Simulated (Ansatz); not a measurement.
A structure relaxed at PBE0-D4/def2-TZVP, charge 0, multiplicity 1:

Cartesian coordinates in Å:
```
B 1.2606 -0.9117 -0.7019
S -0.5078 -1.0623 -0.7017
Si -1.0120 0.6499 0.5070
H 1.8092 -0.0229 -0.1221
H 1.8720 -1.7374 -1.3063
H -0.5227 1.8885 -0.1441
H -0.4083 0.5121 1.8539
H -2.4911 0.6837 0.6151
```

**Question.** Give its formula and SMILES.

**Answer.** BH5SSi, `BS[SiH3]`.

**Question.** Point group (tolerance 0.08 Å, 0.16 Å for H)?

**Answer.** Cs.

**Question.** Summarise the bond lengths by kind.

**Answer.** 1 × B–S 1.775 Å; 2 × B–H 1.192 to 1.195 Å; 1 × S–Si 2.156 Å; 3 × H–Si 1.482 to 1.483 Å.

Results of the Gaussian-basis code of Ansatz.
